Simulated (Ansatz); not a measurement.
Two isomers of C3H4OS: A = `O=C1CSC1`, B = `OCC#CS`.

Computed with Ansatz on PBE0-D4/def2-TZVP structures; ΔE is electronic, products minus reactants. CCSD(T)/CBS adds triple-zeta CCSD(T) − MP2 to the extrapolated MP2 energy (def2 sets, frozen cores). Functionals use def2-TZVPP. B3LYP here is the variant with VWN-RPA as its local correlation; programs differ in this. One conformer a species, not always the lowest.

Task: Which isomer does CCSD(T)/CBS put lower? Give the gap. (Estimate.)

Result: Ansatz gave: A, by 135.8 kJ/mol.

Task: Give E(B) − E(A) in kJ/mol with CCSD/def2-TZVPP, PBE0-D4, MP2/def2-TZVPP, CCSD(T)/def2-SVP, B3LYP-D4, B3LYP, ωB97M-V. (Estimate.)

Result: The calculation gave: CCSD/def2-TZVPP 135.4, PBE0-D4 154.6, MP2/def2-TZVPP 132.9, CCSD(T)/def2-SVP 143.1, B3LYP-D4 133.8, B3LYP 127.6, ωB97M-V 145.6. None reverses the order clearly.

Task: Does the order hold for the free energy at 298.15 K (harmonic terms from PBE0-D4)? (An estimate is asked.)

Result: Ansatz gave: Yes: G(B) − G(A) = +123.5 kJ/mol, for one conformer each. Modes under 60 cm⁻¹, often nearly free rotors, make the harmonic entropy too high.

Largest T1 diagnostic: 0.015.

Leaving LDA and LC-ωPBE aside and taking each functional with its dispersion term where it has one, the values, not all of them listed here, spread over 26.9 kJ/mol, from B2PLYP to revPBE-D4. LDA lies +7.5 kJ/mol from PBE without D4. From PBE to PBE0 (25 % exact exchange), in def2-TZVPP and without D4, E(B) − E(A) moves by +4.5 kJ/mol.
